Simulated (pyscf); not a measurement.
A first-order saddle from PySCF, ωB97X-D3(BJ)/def2-SVP:

```
Ta
O 1 1.6950
H 1 1.8304 2 103.32
H 3 1.3438 1 92.34 2 88.20
Cl 4 1.3676 3 141.62 1 8.75
Cl 1 2.2851 2 106.09 3 -94.58
Cl 1 2.3200 2 111.43 3 152.11
```
Charge 0, spin multiplicity 1.

Surface: singlet, charge 0. Lowest wavenumbers (cm⁻¹): 384i, 81, 110, 142, 168.

### Question
Which two sides does it connect, and which bonds change?

### Answer
`[O]=[Ta]([Cl])([Cl])[Cl]` + `[H][H]` <-> `[O]=[TaH]([Cl])[Cl]` + `[ClH]`, a four-centre exchange read from left to right: Cl–Ta, H–H broken and H–Ta, Cl–H formed. At ωB97M-D3(BJ)/def2-TZVP it lies +37.1 kcal/mol from the left side and +2.1 kcal/mol from the right (each side as separated species at their lowest minima found). On the product side the descent ends in an adduct with a Cl–Ta contact, 7.0 kcal/mol under the separated species and 4.3 kcal/mol under the saddle at ωB97X-D3(BJ)/def2-TZVP. What is counted as broken (Cl–Ta) persists as a longer contact in the product adduct; parting that adduct is a step of its own. One saddle was located; it need not be the lowest between these sides. Elements past Kr carry the def2 core potentials, without spin-orbit coupling.
